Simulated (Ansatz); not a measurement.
For rock-salt ZrC, LDA (PAW; Ansatz, a first-principles code) gives:

| Property | Result |
|---|---|
| lattice constant a | 4.642 Å |
| bulk modulus | 247 GPa |
| cohesive energy | 9.11 eV/atom |
| enthalpy of formation | -0.937 eV/atom |

**Question.** What does r²SCAN-D4 (PAW; Ansatz) give for the same quantities?

**Answer.** 
- lattice constant a: 4.704 Å (increases by 1.3 %)
- bulk modulus: 232 GPa (shrinks by 6.1 %)
- cohesive energy: 7.74 eV/atom (drops by 1.37 eV/atom)
- formation enthalpy: -1.029 eV/atom (moves by -0.092 eV/atom)

For comparison: lattice constant a 4.696 Å (measured, temperature not stated, not corrected to a static lattice; as tabulated in Zhang et al. (2018), doi:10.1088/1367-2630/aac7f0); bulk modulus 223 GPa (measured, temperature not stated, not corrected to a static lattice, from single-crystal elastic constants, our sources range from 208 to 223; as tabulated in arXiv:1102.4063); cohesive energy 7.93 eV/atom (measured, temperature not stated, as the source gives it; zero-point correction not stated; as tabulated in Vojvodic and Ruberto (2010), arXiv:1005.0508); formation enthalpy -1.019 eV/atom (measured, 298 K, copied from a table, unchecked, no zero-point or thermal correction; as tabulated in Wang et al. (2021), doi:10.1038/s41598-021-94550-5).

Changes are worked out from the printed values.

Unless a cell is named, each level is at its own relaxed cell (LDA 12.50, r²SCAN-D4 13.01 Å³/atom).

Ansatz's density-functional and Hartree–Fock values are scalar-relativistic unless marked +SOC, with PAW data made under PBE.
